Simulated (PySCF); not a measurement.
Atom-mapped SMILES (the numbers label the heavy atoms): `[CH2:1]=[CH:2][C+:3]([CH3:4])[CH3:5]` (H(Xn): hydrogen on atom n). Ha(C1) is cis to C3; Hb(C1) is trans to C3.

Geometry: PBE0-D3(BJ)/def2-SVP; GIAO absolute shieldings from PySCF 2.14.0 with density-fitted response routines, gas phase, non-relativistic, averaged over equivalent atoms.

At PBE0/pcSseg-1 (130 basis functions, 8.1 s wall time on 1 thread of an Arm Neoverse V2, shared host):
```
      atoms  σ (ppm)
         C3    -91.4
         C1     -7.2
         C2     35.3
      C4/C5    144.1
     Ha(C1)    22.33
     Hb(C1)    22.57
      H(C2)    23.22
H(C4)/H(C5)    27.67
```

What do these become at wB97X-D/pcSseg-2?

Results:


| atoms | σ at wB97X-D/pcSseg-2 | change |
| --- | --- | --- |
| C3 | -105.3 | -13.9 |
| C1 | -13.2 | -6.0 |
| C2 | 32.7 | -2.6 |
| C4/C5 | 144.5 | +0.4 |
| Ha(C1) | 22.36 | +0.03 |
| Hb(C1) | 22.69 | +0.12 |
| H(C2) | 23.21 | -0.01 |
| H(C4)/H(C5) | 27.83 | +0.16 |

The largest change is at C3 (carbocation centre). Cost: 306 basis functions, 42 s wall time on 1 thread of an Arm Neoverse V2, shared host. The order of the carbon signals is the same at both levels.

The carbons averaged at δ 40.3 differ by 10 ppm in this conformer.
